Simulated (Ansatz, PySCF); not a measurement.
System: vinyl chloride, C₂H₃Cl (charge 0, singlet). SMILES: C=CCl
Coordinates optimised at B3LYP-D3(BJ)/def2-TZVP (Ansatz, an electronic-structure program):
```xyz
6

C      0.0112     0.7589    -0.0124
C      1.3049     1.0233     0.0034
Cl    -0.6370    -0.8532     0.0042
H     -0.7591     1.5163    -0.0370
H      2.0529     0.2431     0.0280
H      1.6388     2.0524    -0.0084
```


Quantity: enthalpy of formation at 298 K (from the atomisation energy, B3LYP-D3(BJ)/def2-TZVP harmonic zero-point and thermal terms from PySCF, and the atoms' enthalpies of formation in the G2/97 table; no spin-orbit terms, and no core term in the frozen-core levels), in kJ/mol. Cores are frozen in the correlated levels unless marked. UHF or UKS for open shells. No spin-orbit coupling. No relativistic terms. The coupled-cluster limit lacks core correlation, which all-electron functionals hold. CBS(X,Y): correlation extrapolated as X^-3; Hartree-Fock from the larger set. The bracket is a focal-point correction in the basis named.

```
level                                                                             program  enthalpy of formation at 298 K (kJ/mol)  minus last row
-------------------------------------------------------------------------  --------------  ---------------------------------------  --------------
HF/6-31G*                                                                          Ansatz                                    642.7           620.2
SVWN5/def2-TZVPD                                                                   Ansatz                                   -317.3          -339.8
TPSS-D4/def2-TZVPD                                                          PySCF + dftd4                                     -5.1           -27.6
M06-L-D4/def2-TZVPD                                                         PySCF + dftd4                                     13.2            -9.3
PBE0-D3(BJ)/def2-TZVP                                                      Ansatz + dftd3                                      1.0           -21.5
PW6B95-D3(BJ)/def2-TZVPD                                                    PySCF + dftd3                                     11.9           -10.6
SCS-MP2/cc-pV(T+d)Z                                                                Ansatz                                     60.8            38.3
CCSD/cc-pV(D+d)Z                                                                   Ansatz                                    224.7           202.2
CCSD/aug-cc-pV(T+d)Z                                                               Ansatz                                    113.0            90.5
RI-MP2/CBS(aug-cc-pV(T+d)Z,aug-cc-pV(Q+d)Z)+[CCSD(T)-MP2]/aug-cc-pV(T+d)Z          Ansatz                                     22.5             0.0
```
